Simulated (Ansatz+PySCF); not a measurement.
The numbers below are computed, except where a source is named.
## PySCF 2.14.0 run

```python
from pyscf import gto, scf, mp

# the (T+d) and (D+d) sets load through basis_set_exchange
mol = gto.M(atom="""
Si 0.000000 0.000000 0.000000
F 0.912810 0.912810 0.912810
F -0.912810 -0.912810 0.912810
F -0.912810 0.912810 -0.912810
F 0.912810 -0.912810 -0.912810
""", basis={'F': 'cc-pvtz', 'Si': 'cc-pv(t+d)z'}, charge=1, spin=1)
mf = scf.UHF(mol)
mf.kernel()
pt = mp.MP2(mf, frozen=9).run()
print(mf.e_tot, pt.e_corr, pt.e_tot)
```

The script is written out from the run's settings.

The run gave:

```
Converged                       : yes
Reference energy                : -686.55812 hartree
Correlation energy              : -1.08791 hartree
Total energy                    : -687.64603 hartree
Spin squared of the determinant : 0.828
```

Messages of the program:
```
WARN: beta  nocc = 24  HOMO -0.666644754876456 >= LUMO -0.666644754876445
WARN: HOMO -0.666644754876445 >= LUMO -0.666644754876445
WARN: beta  nocc = 24  HOMO -0.666644754876456 >= LUMO -0.666644754876445
WARN: HOMO -0.666644754876445 >= LUMO -0.666644754876445
```

The reference isn't the lowest determinant (another lies 0.76 eV lower), but the same method gives a higher total on the lower determinant. Caution: MP2 on this radical cation hangs on the determinant chosen.
